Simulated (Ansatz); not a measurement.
The same path of H₆OSi₂ (9 atoms, charge 0, multiplicity 1) was run twice with different band settings. Lost on the way: Si1–H2, Si1–H3. Made: H2–H3.

These are results of Ansatz 0.2.0, RKS BHLYP-D4/def2-SVP, not measurements.

Relaxed end points:

```xyz
9
Properties=species:S:1:pos:R:3
Si 0.219 -0.059 0.177
H 0.384 0.098 1.639
H 1.486 0.297 -0.498
O -0.979 0.931 -0.350
Si -2.399 1.419 -1.009
H -3.538 0.823 -0.274
H -2.486 2.893 -0.928
H -2.475 1.004 -2.428
H -0.109 -1.472 -0.124
```

```xyz
9
Properties=species:S:1:pos:R:3
Si 0.312 -0.457 -1.052
H 0.561 0.346 1.577
H 1.146 0.689 1.243
O -0.811 0.710 -1.395
Si -2.313 1.338 -1.094
H -2.913 0.668 0.083
H -2.183 2.786 -0.829
H -3.176 1.129 -2.277
H -0.522 -1.276 -0.052
```

Common settings: climbing image yes; spring 5.0 eV/Å²; optimiser quadratic models (default); start path through a guess of the saddle point; force threshold 0.05 eV/Å; iteration limit 60; end points relaxed.

| run | movable images |
| --- | --- |
| 1 | 5 |
| 2 | 2 |

(1) What does each run give, and how far can it be trusted?

Results:

(1) Run 1: converged after 20 iterations, highest image 3.193 eV above the first end. A structure lower than the first end lies on the path between it and the top, so the climb from that side starts below the end, which may itself be a saddle point or a shallow side well. Neighbouring images differ by up to 3.2 eV, so the band resolves the path poorly. A vibrational analysis at the climbing image gives one clearly imaginary mode, 1385i cm⁻¹, and a faint second one (22i cm⁻¹) that may be numerical noise or a soft torsion: probably a first-order saddle point.
Run 2: converged after 32 iterations, highest image 2.291 eV above the first end. Neighbouring images differ by up to 2.3 eV, so the band resolves the path poorly. The order of the point at the top wasn't checked. So few images can step over the top or miss a turn of the path.
The orbitals stay closed-shell, which can raise the energy where a bond breaks towards radicals; this wasn't checked here.
